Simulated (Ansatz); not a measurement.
## C (graphite): energy against volume

Computed with DFT, PBE, plane waves (420 eV) with PAW, scalar-relativistic (Ansatz).

The cell is scaled uniformly from the relaxed one, with fractional coordinates and shape fixed. Energies are extrapolated to zero smearing, pressures are those at the given smearing. Because the bonds are stretched with the cell, B₀ of this curve lies above the true bulk modulus of such a structure. Magnetic state: spin not included.

A Birch-Murnaghan fit gives V₀ = 11.23 Å³/atom, B₀ = 216 GPa, B₀′ = 3.6.

Question: What are the energy above the minimum and the pressure at 9.884 Å³/atom?

Answer: 132.3 meV/atom and 34.68 GPa as computed.

Question: What are the energy above the minimum and the pressure at 10.782 Å³/atom?

Answer: 12.9 meV/atom and 9.49 GPa as computed.

Question: What are the energy above the minimum and the pressure at 11.681 Å³/atom?

Answer: 11.4 meV/atom and -7.93 GPa as computed.

This functional, with no dispersion term, lets the cell expand far past the measured one.
